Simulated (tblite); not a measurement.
Compound: C4H8S (charge +1 and doublet state).
InChI=1S/C4H8S/c1-4-2-5-3-4/h4H,2-3H2,1H3/q+1

Method: GFN2-xTB as coded in tblite; computed harmonic values from a numerical Hessian at the method's own geometry, unscaled. Against measured fundamentals such values can be off by several per cent, at times by over 20. Open shells enter through the occupations alone, without spin polarisation, and single modes of such species can be off by tens of per cent.

Harmonic wavenumbers (cm⁻¹): 65.3, 231.5, 322.3, 381.2, 549.4, 649.6, 741.6, 778.5, 820.9, 883.1, 932.9, 936.7, 954.5, 1069.0, 1105.2, 1127.8, 1153.6, 1176.4, 1220.2, 1260.9, 1345.5, 1366.9, 1408.0, 1469.6, 1477.1, 2945.5, 2951.6, 2955.1, 2976.1, 2979.2, 3050.2, 3062.5, 3067.4.

A = 8698, B = 3016, C = 2540 MHz; mass 88.035 u (most abundant isotopes); point group Cs, symmetry number 1; spin multiplicity 2.

Problem. What is the zero-point energy?

Solution. ½Σν̃ = 23708 cm⁻¹ = 283.60 kJ/mol.

Problem. Entropy at 298.15 K, 1 bar (ideal gas, RRHO, classical rotation)?

Solution. Translation 164.70, rotation 108.70, vibration 46.15, spin (R ln 2) 5.76: S = 325.3 J/(mol K).

Problem. And Cp and H(298.15 K) − H(0)?

Solution. Cp = 96.29 J/(mol K), of which vibrations give 63.03 (their classical limit is 33 R = 274.4); H(298.15 K) − H(0) = 17.77 kJ/mol without the zero-point energy, 7.85 from vibrations.

Problem. How do the functions run with temperature in this model?

Solution. 
```tsv
T (K)	S (J/(mol K))	Cp (J/(mol K))	H − H(0) (kJ/mol)	G − H(0) (kJ/mol)	ln q(vib)
50	224.1	40.1	1.81	-9.40	0.17
100	254.0	47.7	3.99	-21.41	0.55
373.15	349.4	118.6	25.83	-104.53	3.22
500	388.8	151.5	43.04	-151.37	4.77
750	459.5	196.6	87.00	-257.62	8.05
1000	520.4	226.1	140.08	-380.29	11.32
```

q(vib) and H(0) count from the zero-point level.

Problem. Which modes carry the vibrational entropy at 298.15 K?

Solution. 65.3 cm⁻¹: 17.95; 231.5 cm⁻¹: 7.81; 322.3 cm⁻¹: 5.43; 381.2 cm⁻¹: 4.33; 549.4 cm⁻¹: 2.28; 649.6 cm⁻¹: 1.56 J/(mol K); the other 27 give 6.79 together.

Problem. What must be added to the electronic energy to get the Gibbs energy at 298.15 K and 1 bar?

Solution. ZPE + [H(298.15 K) − H(0)] − T·S = 283.60 + 17.77 − 96.99 = 204.38 kJ/mol.

Hindered rotation and anharmonicity are outside this model.
